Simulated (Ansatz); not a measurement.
System: C2H5S, net charge 0, doublet state. It need not be the lowest isomer of its formula. 
Structure (B3LYP-D3(BJ)/def2-TZVP (Ansatz, a first-principles code) minimum search):
```xyz
8

C      1.5240     0.6464    -0.0053
C      0.0064     0.7586     0.0050
S     -0.8874    -0.8074     0.0002
H     -0.3508     1.3108     0.8809
H     -0.3618     1.3224    -0.8587
H      1.9817     1.6392    -0.0016
H      1.8790     0.1022     0.8702
H      1.8678     0.1140    -0.8925
```
Charge 0, spin multiplicity 2.

Parts of the frozen-core correlation energy in cc-pV(D+d)Z (Ansatz, hartree). Frozen orbitals: 7; correlated occupied orbitals by spin: 10 and 9; virtual: 59 and 60. Open shells are spin-unrestricted. Spin-orbit coupling is left out. No relativistic terms.

| term | value |
|---|---|
| reference (HF) | -476.16452 |
| MP2 opposite-spin | -0.30719 |
| MP2 same-spin | … |
| CCSD correlation | … |
| (T) | … |
| T1 diagnostic | 0.010 |
| largest doubles amplitude | 0.033 |
| <S^2> of the reference | 0.760 |

**Question.** Some entries are withheld; supply them.

**Answer.** 
- MP2 same-spin, value: -0.09208
- CCSD correlation, value: -0.44700
- (T), value: -0.01246
